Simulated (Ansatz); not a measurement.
System: C$_{2}$H$_{6}$N, charge 0, doublet. C2H6N (SMILES C(N)[CH2], doublet).
B3LYP-D3(BJ)/def2-TZVP minimum from Ansatz (an electronic-structure program):
```xyz
9

C      1.2071    -0.4389    -0.0026
C      0.1180     0.5714     0.0048
N     -1.2414    -0.0269    -0.0013
H      1.5358    -0.9018     0.9194
H      1.5375    -0.8865    -0.9315
H      0.1830     1.2250    -0.8675
H      0.1814     1.2105     0.8879
H     -1.3501    -0.6337     0.8055
H     -1.3486    -0.6202    -0.8182
```
Charge 0, spin multiplicity 2.

Total energies in hartree (Ansatz). Radicals and triplets start from unrestricted determinants; spin-orbit coupling is neglected. Correlated methods leave the cores frozen. No relativity. For partners of very few electrons the exact lower level stands in for a higher one.

```tsv
species	HF/cc-pVTZ	CCSD(T)/cc-pVTZ	HF/cc-pVQZ	CCSD(T)/cc-pVQZ	CCSD(T)/cc-pVDZ	CCSDT(Q)/cc-pVDZ
1: C2H6N (SMILES [CH2]CN, doublet)	-133.67052	-134.26688	-133.68023	-134.30825	-134.12038	-134.12209
2: C (triplet)	-37.69157	-37.78076	-37.69331	-37.78654	-37.76038	-37.76071
3: N (quartet)	-54.40069	-54.51471	-54.40372	-54.52482	-54.47850	-54.47866
4: H (doublet)	-0.49981	-0.49981	-0.49995	-0.49995	-0.49928	-0.49928
```

**Question.** Work out the atomisation energy (electronic, to ground-state atoms) in kcal/mol: take Hartree-Fock from cc-pVQZ, extrapolate the CCSD(T) correlation energy as X^-3 (X = 3, 4), and add CCSDT(Q) - CCSD(T) in cc-pVDZ. 1 hartree = 627.51 kcal/mol.

**Answer.** 
Species 1: correlation (64·(-0.62802) - 27·(-0.59636))/37 = -0.65112; step -0.00171; E1 = -133.68023 + (-0.65112) + (-0.00171) = -134.33306
Species 2: correlation (64·(-0.09323) - 27·(-0.08919))/37 = -0.09618; step -0.00033; E2 = -37.69331 + (-0.09618) + (-0.00033) = -37.78982
Species 3: correlation (64·(-0.12110) - 27·(-0.11402))/37 = -0.12627; step -0.00016; E3 = -54.40372 + (-0.12627) + (-0.00016) = -54.53015
Species 4: correlation (64·(0.00000) - 27·(0.00000))/37 = 0.00000; step +0.00000; E4 = -0.49995 + (0.00000) + (+0.00000) = -0.49995
-1·E1 +2·E2 +1·E3 +6·E4 = 1.22357 hartree = 767.8 kcal/mol.
